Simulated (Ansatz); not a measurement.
# AlH₂O radical (SMILES [OH][AlH]): functionals against CCSD(T) at one geometry

Aim: energy, forces and dipole at a structure displaced at random from a GFN2-xTB minimum, from CCSD(T) and from density functionals.

The runs use Ansatz 0.2.0, Gaussian basis; single points in def2-TZVPP.

Cores are frozen in the correlated methods. Orbitals are unrestricted. B3LYP uses VWN-RPA correlation.

### 1 Where the work starts

SMILES `[OH][AlH]`, 4 atoms, charge 0, spin multiplicity 2.

Atoms are counted from 1 here; the program's logs count them from 0.

Bond lengths: O1–Al2 1.579 Å, O1–H3 1.035 Å, Al2–H4 1.646 Å. Angles: Al2–O1–H3 176.5°, O1–Al2–H4 114.7°.

Geometry (Å):

```xyz
4
AlH2O
O     0.2558   -0.6663    0.3962
Al    0.2756    0.8840    0.0966
H     0.3018   -1.6767    0.6155
H    -0.6471    1.3497   -1.1846
```

### 2 CCSD(T)/def2-TZVPP

File run/in.yaml:

```yaml
crystal:
  periodic: [false, false, false]
  atoms:
    - {symbol: O, position_ang: [0.255800, -0.666300, 0.396200]}
    - {symbol: Al, position_ang: [0.275600, 0.884000, 0.096600]}
    - {symbol: H, position_ang: [0.301800, -1.676700, 0.615500]}
    - {symbol: H, position_ang: [-0.647100, 1.349700, -1.184600]}
basis:
  gaussian: {orbitals: def2-TZVPP}
magnetization: {spin_polarized: true, initial_magnetization: 1}
correlation: {method: ccsd_t}
scf: {omitted_lower_state_checks: [cluster_reference]}
output: {forces: true}
```

On the command line:

```console
$ ansatz run in.yaml --threads 4 --pin off --events-out ev --progress --plain --max-ram 5222MiB
```

### 3 PBE0-D4/def2-TZVPP

run/in.yaml: that of step 2 with these lines changed.

```diff
@@ -10,4 +10,3 @@
 magnetization: {spin_polarized: true, initial_magnetization: 1}
-correlation: {method: ccsd_t}
-scf: {omitted_lower_state_checks: [cluster_reference]}
-output: {forces: true}
+hamiltonian: {xc: pbe0, dispersion: d4}
+output: {forces: true, orbitals: {seedname: orbitals}}
```

### 4 wB97M-V/def2-TZVPP

run/in.yaml: that of step 3 with these lines changed.

```diff
@@ -10,3 +10,3 @@
 magnetization: {spin_polarized: true, initial_magnetization: 1}
-hamiltonian: {xc: pbe0, dispersion: d4}
-output: {forces: true, orbitals: {seedname: orbitals}}
+hamiltonian: {xc: {name: wB97M-V}}
+output: {forces: true}
```

### 5 r2SCAN-D4/def2-TZVPP

run/in.yaml: that of step 4 with these lines changed.

```diff
@@ -10,3 +10,3 @@
 magnetization: {spin_polarized: true, initial_magnetization: 1}
-hamiltonian: {xc: {name: wB97M-V}}
+hamiltonian: {xc: r2scan, dispersion: d4}
 output: {forces: true}
```

### 6 PBE-D4/def2-TZVPP

run/in.yaml: that of step 5 with these lines changed.

```diff
@@ -10,3 +10,3 @@
 magnetization: {spin_polarized: true, initial_magnetization: 1}
-hamiltonian: {xc: r2scan, dispersion: d4}
+hamiltonian: {xc: pbe, dispersion: d4}
 output: {forces: true}
```

### 7 BHLYP-D4/def2-TZVPP

run/in.yaml: that of step 6 with these lines changed.

```diff
@@ -10,3 +10,3 @@
 magnetization: {spin_polarized: true, initial_magnetization: 1}
-hamiltonian: {xc: pbe, dispersion: d4}
+hamiltonian: {xc: {name: BHLYP}, dispersion: d4}
 output: {forces: true}
```

### 8 B3LYP-D4/def2-TZVPP

run/in.yaml: that of step 7 with these lines changed.

```diff
@@ -10,3 +10,3 @@
 magnetization: {spin_polarized: true, initial_magnetization: 1}
-hamiltonian: {xc: {name: BHLYP}, dispersion: d4}
+hamiltonian: {xc: {name: B3LYP}, dispersion: d4}
 output: {forces: true}
```

(Steps that only read results are left out.)

Before running it: what results should come out? Wanted: energy less free atoms, CCSD(T)/def2-TZVPP; RMS force component; RMS force error; HOMO and LUMO, PBE0-D4; T1 diagnostic.

**Answer**, as computed:

| quantity | value |
| --- | --- |
| energy less free atoms, CCSD(T)/def2-TZVPP | -258.4 kcal/mol |
| RMS force component | 2.453 to 2.602 eV/Å over the methods |
| RMS force error | PBE0-D4 0.095, wB97M-V 0.036, r2SCAN-D4 0.101, PBE-D4 0.223, BHLYP-D4 0.198, B3LYP-D4 0.080 eV/Å |
| HOMO and LUMO, PBE0-D4 | -5.32 and -1.91 eV |
| T1 diagnostic | 0.016 |

**Reading.** Against CCSD(T) the functionals' energies less atoms differ by -11.9 to +3.4 kcal/mol, PBE-D4 by -10.7 kcal/mol. A larger basis would deepen the CCSD(T) value, while the functionals are nearly converged already, so the order here is not reliable. For forces wB97M-V does best and PBE-D4 worst. Frozen-core CCSD(T) forces in triple zeta carry basis errors of their own, and this is one geometry, so small gaps rank nothing.
